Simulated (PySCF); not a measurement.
B3LYP has the VWN-RPA correlation part, as in Gaussian. Delta-SCF ions had no search for a lower state. Excitations are Tamm–Dancoff values on a coarser integration grid. The basis has no diffuse functions, so Rydberg states are missing or too high.

**C2H6O, SMILES `COC` (charge 0, multiplicity 1)**

Method: B3LYP-D3(BJ)/def2-TZVP // PBE0-D4/def2-SVP in PySCF 2.14.0.

```yaml
HOMO: -7.21 eV
dipole_moment: 1.16 D
HOMO–LUMO gap: 8.23 eV
LUMO: 1.02 eV
S1 excitation (TDA): 7.14 eV
S1 oscillator strength: 0.066
brightest of the four lowest singlets (TDA): 7.14 eV
T1 excitation (TDA): 6.89 eV
S1–T1 gap (TDA): 0.26 eV
vertical ionisation energy (Delta-SCF): 9.96 eV
total_energy: -155.0998 Ha
cost: roughly 70 core-seconds
```

```xyz
9

C     -1.1390    -0.1973    -0.1167
O      0.1218    -0.7658    -0.2649
C      1.1547     0.0987     0.0826
H     -1.3413     0.1055     0.9314
H     -1.2714     0.7002    -0.7556
H     -1.8886    -0.9455    -0.4115
H      2.1074    -0.4298    -0.0642
H      1.0932     0.4197     1.1430
H      1.1631     1.0143    -0.5441
```
